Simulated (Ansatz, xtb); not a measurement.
# Two isomers of C4H8Cl2

Structure X: `C[C@H](Cl)CCCl`, a singlet. Structure Y: `CC(C)(Cl)CCl`, a singlet. Both are isolated molecules in the gas phase, relaxed with PBE-D3(BJ)/def2-SVP; each stands in its lowest conformer found.

Quicker runs give these differences E(Y) − E(X): GFN2-xTB −3.0 kcal/mol; HF/STO-3G +0.7 kcal/mol (at GFN2-xTB geometries); r2SCAN-D4/def2-SVP −2.1 kcal/mol (at GFN2-xTB geometries).

Problem. Estimate E(Y) − E(X) at the level CCSD(T)/def2-SVP + ΔMP2/def2-TZVPP.

Solution. Calculated at CCSD(T)/def2-SVP + ΔMP2/def2-TZVPP: E(Y) − E(X) = −2.2 kcal/mol, so structure Y lies lower.

How the difference moves with the method:

```json
{"level": "GFN2-xTB", "geometry": "GFN2-xTB", "E(Y) − E(X) (kcal/mol)": "−3.0", "departure from the last row (kcal/mol)": "−0.8", "job, with rough time for the two": "optimisation, 0.21 s"}
{"level": "HF/STO-3G", "geometry": "GFN2-xTB", "E(Y) − E(X) (kcal/mol)": "+0.7", "departure from the last row (kcal/mol)": "+2.8", "job, with rough time for the two": "single point, 0.6 s"}
{"level": "r2SCAN-D4/def2-SVP", "geometry": "GFN2-xTB", "E(Y) − E(X) (kcal/mol)": "−2.1", "departure from the last row (kcal/mol)": "+0.1", "job, with rough time for the two": "single point, 5.3 s"}
{"level": "PBE-D3(BJ)/def2-SVP", "geometry": "PBE-D3(BJ)/def2-SVP", "E(Y) − E(X) (kcal/mol)": "−1.5", "departure from the last row (kcal/mol)": "+0.7", "job, with rough time for the two": "optimisation, 19 s"}
{"level": "HF/def2-SVP", "geometry": "PBE-D3(BJ)/def2-SVP", "E(Y) − E(X) (kcal/mol)": "0.0", "departure from the last row (kcal/mol)": "+2.1", "job, with rough time for the two": "part of the CCSD(T) run"}
{"level": "MP2/def2-SVP", "geometry": "PBE-D3(BJ)/def2-SVP", "E(Y) − E(X) (kcal/mol)": "−3.3", "departure from the last row (kcal/mol)": "−1.1", "job, with rough time for the two": "part of the CCSD(T) run"}
{"level": "CCSD(T)/def2-SVP", "geometry": "PBE-D3(BJ)/def2-SVP", "E(Y) − E(X) (kcal/mol)": "−2.8", "departure from the last row (kcal/mol)": "−0.6", "job, with rough time for the two": "single point"}
{"level": "CCSD(T)/def2-SVP + ΔMP2/def2-TZVPP", "geometry": "PBE-D3(BJ)/def2-SVP", "E(Y) − E(X) (kcal/mol)": "−2.2", "departure from the last row (kcal/mol)": "", "job, with rough time for the two": "single point, 65 s"}
```

As drawn, both hold the same kinds of bond in the same numbers. Structure X has 1 methyl group, Y 2.

HF/STO-3G puts the two in the other order. HF/def2-SVP finds them nearly level. The largest departure from CCSD(T)/def2-SVP + ΔMP2/def2-TZVPP is that of HF/STO-3G, 2.8 kcal/mol. The last row adds to CCSD(T) the change of the MP2 difference between the two basis sets, here +0.6 kcal/mol.

With thermal terms from frequencies at re-optimised GFN2-xTB minima (ideal gas, soft modes damped towards free rotors, one conformer each, 298.15 K, 1 atm): on the last row, ΔE + ΔZPE = −2.6, ΔH = −2.4, ΔG = −2.3 kcal/mol.

The correlated steps freeze 14 core orbitals. Mirror images aren't counted in ΔG. Codes used: Ansatz 0.2.0, xtb 6.7.1; the last row on 2 threads of AMD EPYC 7R43 64-Core Processor (Zen 3) on a shared host.
